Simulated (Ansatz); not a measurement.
A made-up structure of CH5OS (charge +1), singlet:

O1  (-0.421, 0.978, -0.579)
C2  (0.569, -0.210, -0.163)
S3  (-0.231, -1.584, 0.527)
H4  (0.144, -2.883, 0.381)
H5  (-0.793, 1.439, 0.194)
H6  (1.268, 0.326, 0.472)
H7  (0.999, -0.442, -1.134)
H8  (-0.231, -1.154, 1.803)
(Å)

It is relaxed with PBE-D4/def2-SVP and then PBE0-D4/def2-TZVP (Ansatz 0.2.0). Atoms count as bonded within 1.22 times the sum of their covalent radii (H–H: 0.88 Å). The end point is not checked to be a true minimum.

Task: Does its bonding change? (Judge from chemistry; the calculation decides.)

Result: The calculation gives: No: no bond forms or breaks.

Where it ends: The first stage lowers the energy by 1.91 eV in 14 steps. It ends as CH₅OS ([OH][CH2][SH2]), total charge +1:
O1  (-0.436, 0.883, -0.478)
C2  (0.461, -0.087, -0.284)
S3  (-0.453, -1.673, 0.447)
H4  (0.628, -2.466, 0.623)
H5  (-0.476, 1.507, 0.257)
H6  (1.270, 0.113, 0.419)
H7  (0.814, -0.495, -1.231)
H8  (-0.502, -1.310, 1.747)
(Å)

Labels in which every atom is bracketed show which atoms are joined, not bond orders.

For scale, one of the runs: PBE0-D4/def2-TZVP relaxation, 129 basis functions, launched by `ansatz run in.yaml --threads 2 --pin off --events-out ev --progress --plain --max-ram 4352MiB`. Hardware: 2 CPU threads of an Arm Neoverse V1, shared host. Wall time about 23 s.
